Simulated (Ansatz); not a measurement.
# SiNH5: search for a transition state

Is there a first-order saddle for this insertion of a carbenoid, which should form Si1–H2, Si1–N3 and break H2–N3, and which two structures does it connect?

Computed with Ansatz 0.2.0, Gaussian basis. Level: PBE0-D4, def2-SVP first, then def2-TZVP.

115 further runs of the same task are left out: 1 that didn't finish, 114 set aside as unsound or not needed.

## (1) Where the work starts

The guess: 7 atoms, charge 0, spin multiplicity 1.

Atoms are counted from 1 here; the program's logs count them from 0.

Bond lengths: Si1–H2 1.698 Å, Si1–N3 2.004 Å, Si1–H4 1.468 Å, Si1–H5 1.468 Å, H2–N3 1.218 Å, N3–H6 1.011 Å, N3–H7 1.011 Å. Angles: H2–Si1–N3 37.3°, H2–Si1–H4 118.8°, H2–Si1–H5 119.7°, N3–Si1–H4 99.0°, N3–Si1–H5 99.2°, H4–Si1–H5 103.4°, Si1–H2–N3 85.1°, Si1–N3–H2 57.6°, Si1–N3–H6 121.0°, Si1–N3–H7 121.2°, H2–N3–H6 118.4°, H2–N3–H7 119.0°, H6–N3–H7 110.6°.

Geometry (Å):

```
atom     x (Å)     y (Å)     z (Å)
 Si1  -0.18460  -0.24480   1.10640
  H2   0.20650  -1.17630  -0.25890
  N3   0.18730  -0.11640  -0.85840
  H4  -1.47610   0.45180   1.14150
  H5   0.76090   0.76860   1.58970
  H6   1.06200   0.25900  -1.19920
  H7  -0.55600   0.05810  -1.52110
```

Distances that are to change: Si1–H2 1.70 Å, Si1–N3 2.00 Å, H2–N3 1.22 Å.

## (2) Relaxing the guess with the reacting distances held

The input, hold/in.yaml:

```yaml
crystal:
  periodic: [false, false, false]
  atoms:
    - {symbol: Si, position_ang: [-0.184600, -0.244800, 1.106400]}
    - {symbol: H, position_ang: [0.206500, -1.176300, -0.258900]}
    - {symbol: N, position_ang: [0.187300, -0.116400, -0.858400]}
    - {symbol: H, position_ang: [-1.476100, 0.451800, 1.141500]}
    - {symbol: H, position_ang: [0.760900, 0.768600, 1.589700]}
    - {symbol: H, position_ang: [1.062000, 0.259000, -1.199200]}
    - {symbol: H, position_ang: [-0.556000, 0.058100, -1.521100]}
basis:
  gaussian: {orbitals: def2-SVP}
hamiltonian: {xc: pbe0, dispersion: d4}
relax: {f_tol: 0.04, max_steps: 150, escape_saddle: false, constraints: [{distance: [0, 1]}, {distance: [0, 2]}, {distance: [1, 2]}]}
```

Started as:

```console
$ ansatz run in.yaml --threads 2 --pin off --events-out ev --progress --plain --max-ram 4352MiB
```

After this run come: Force constants to start from; Saddle search in the small basis; Saddle search in triple zeta; Vibrations at the point found; Relaxing after a step of 0.30 Å one way along the mode; Relaxing after a step of 0.30 Å the other way along the mode.

Before running it: what results should come out? Wanted: imaginary mode; barrier from the start side; barrier from the end side; energy of the step; pairs that change; zero-point energy at the saddle.

**Answer**, as computed:

```
                       quantity                                          value
                 imaginary mode                                     1590i cm⁻¹
    barrier from the start side                                   150.0 kJ/mol
      barrier from the end side                                   296.3 kJ/mol
             energy of the step                                  -146.3 kJ/mol
              pairs that change  Si1–H2 formed, Si1–N3 tightened, H2–N3 broken
zero-point energy at the saddle                                       1.287 eV
```

In words: The point has a single imaginary mode (1590i cm⁻¹), as a transition state must. The two relaxations end on the structures that were planned. At PBE0-D4/def2-TZVP the electronic barrier is 150.0 kJ/mol, about 61 kT at 298 K, and the step runs 146.3 kJ/mol downhill. The barrier is thin enough for tunnelling; the leading (Wigner) term alone is a factor of 3.5 at 298 K. Lower complexes than these ends may exist.
